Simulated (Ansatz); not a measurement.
# SiP+ (quintet): wave-function methods side by side, def2-QZVPP

One table from this session's results is given with a row withheld; the runs are named, their logs left out.

Computed with Ansatz 0.2.0, Gaussian basis. Level: def2-QZVPP, core rule «outside noble gas», up to 10 orbitals frozen.

The runs, in order: UHF; ROHF; CCSD(T) on UHF.

### The system

The geometry is a PBE0/def2-TZVP stationary point (not a proven minimum) of the parent state, kept for this charge and spin.

2 atoms, charge 1, spin multiplicity 5.

Atoms are counted from 1 here; the program's logs count them from 0.

Bond lengths: Si1–P2 2.343 Å.

Set-up of the first run:

in.yaml

```yaml
crystal:
  periodic: [false, false, false]
  atoms:
    - {symbol: Si, position_ang: [0.000000, 0.000000, 0.000000]}
    - {symbol: P, position_ang: [0.000000, 0.000000, 2.343000]}
basis:
  gaussian: {orbitals: "def2-QZVPP.json"}
total_charge: 1
magnetization: {spin_polarized: true, initial_magnetization: 4}
hamiltonian: {xc: hf}
output: {orbitals: {seedname: orbitals}}
```

Run with:

```console
$ ansatz run in.yaml --threads 1 --pin off --events-out ev --progress --plain --max-ram 4096MiB --backend cpu
```

Among the steps run: UHF; ROHF; CCSD(T) on UHF.

One table of the session follows, with a row left open; its other results are not shown here.

| method | from UCCSD(T) (meV) |
| --- | --- |
| ROHF | +5404.4 |
| UHF | +5223.0 |
| UMP2 | +1049.4 |
| UCCSD | ? |
| UCCSD(T) | 0 |

**Question.** Estimate the row for UCCSD.

**Answer.** from UCCSD(T) (meV): +268.7. In the column «from UCCSD(T) (meV)» it lies between UCCSD(T) (0) and UMP2 (+1049.4).
